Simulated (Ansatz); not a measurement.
# Structure optimisation: copper, fcc

Theory: DFT, PBEsol, plane waves (420 eV) with PAW, scalar-relativistic in Ansatz. The PAW files were generated under PBE, with cores re-solved for the functional.

k-point mesh 15×15×15, Fermi-Dirac smearing 0.1 eV, no spin polarisation. Cell and atoms relax.

Starting structure:

```cif
data_structure
_symmetry_space_group_name_H-M 'P 1'
_symmetry_Int_Tables_number 1
_cell_length_a 2.5562
_cell_length_b 2.5562
_cell_length_c 2.5562
_cell_angle_alpha 60.000
_cell_angle_beta 60.000
_cell_angle_gamma 60.000
_cell_volume 11.81
loop_
_atom_site_label
_atom_site_type_symbol
_atom_site_fract_x
_atom_site_fract_y
_atom_site_fract_z
_atom_site_occupancy
Cu1 Cu 0.00000 0.00000 0.00000 1
```

Task: The pressure at the start is -6.5 GPa. By how much does the volume change?

Result: From 11.81 to 11.31 Å³ per atom, -4.3 %. The final cell has a = 3.563 Å.

Task: How much energy does the relaxation gain?

Result: 10.7 meV per atom.
